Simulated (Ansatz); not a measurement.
# C2H6O: the cost of one run

Method: the levels named in each step, in Ansatz 0.2.0.

## Step 1: The system as given

Bond lengths: C1–O2 1.404 Å, O2–C3 1.404 Å, C1–H4 1.098 Å, C1–H5 1.098 Å, C1–H6 1.088 Å, C3–H7 1.098 Å, C3–H8 1.088 Å, C3–H9 1.098 Å. Angles: C1–O2–C3 112.8°, O2–C1–H4 111.3°, O2–C1–H5 111.3°, O2–C1–H6 106.7°, H4–C1–H5 108.6°, H4–C1–H6 109.5°, H5–C1–H6 109.4°, O2–C3–H7 111.3°, O2–C3–H8 106.7°, O2–C3–H9 111.3°, H7–C3–H8 109.4°, H7–C3–H9 108.6°, H8–C3–H9 109.5°.

Structure file:

```xyz
9

C     1.1795   -0.0294    0.1877
O    -0.0255    0.1629   -0.5060
C    -1.1560   -0.1201    0.2766
H     1.2872   -1.0705    0.5183
H     1.2422    0.6253    1.0666
H     1.9820    0.2165   -0.5046
H    -1.1573   -1.1656    0.6114
H    -2.0253    0.0595   -0.3525
H    -1.2024    0.5303    1.1597
```

## Step 2: A rough first relaxation, PBE-D4/def2-SVP

This run stands in another session on the same molecule. It ended at:

```xyz
9

C     1.1775   -0.0261    0.1778
O    -0.0262    0.1670   -0.5187
C    -1.1550   -0.1170    0.2666
H     1.3041   -1.0830    0.5245
H     1.2582    0.6328    1.0793
H     2.0113    0.2185   -0.5096
H    -1.1723   -1.1796    0.6187
H    -2.0550    0.0599   -0.3549
H    -1.2182    0.5363    1.1735
```

## Step 3: Relaxation, B2PLYP/def2-TZVPP

input.yaml reads:

```yaml
crystal:
  periodic: [false, false, false]
  atoms:
    - { symbol: C, position_ang: [1.17754254, -0.02606589, 0.17784718] }
    - { symbol: O, position_ang: [-0.02623246, 0.16701146, -0.51873455] }
    - { symbol: C, position_ang: [-1.15504217, -0.11703815, 0.26655753] }
    - { symbol: H, position_ang: [1.30408466, -1.08298872, 0.5244984] }
    - { symbol: H, position_ang: [1.25824512, 0.63282206, 1.07930117] }
    - { symbol: H, position_ang: [2.01129387, 0.21848259, -0.5095716] }
    - { symbol: H, position_ang: [-1.17232607, -1.17955919, 0.61871552] }
    - { symbol: H, position_ang: [-2.05500841, 0.05985365, -0.35494038] }
    - { symbol: H, position_ang: [-1.21816707, 0.53627219, 1.17345671] }
basis:
  gaussian: { orbitals: def2-TZVPP }
hamiltonian:
  xc: { name: B2PLYP }
relax:
  f_tol: 0.002
  max_steps: 150
```

The run is started by

```console
ansatz run input.yaml --threads 4 --pin off --max-ram 10240MiB --backend cpu --events-out ev --progress --plain --runs-dir out
```

**Question.** How long does this run take on 4 threads of Arm Neoverse V1, shared host, and how much memory does it need?

About 29 s, with a peak of 0.61 GiB.
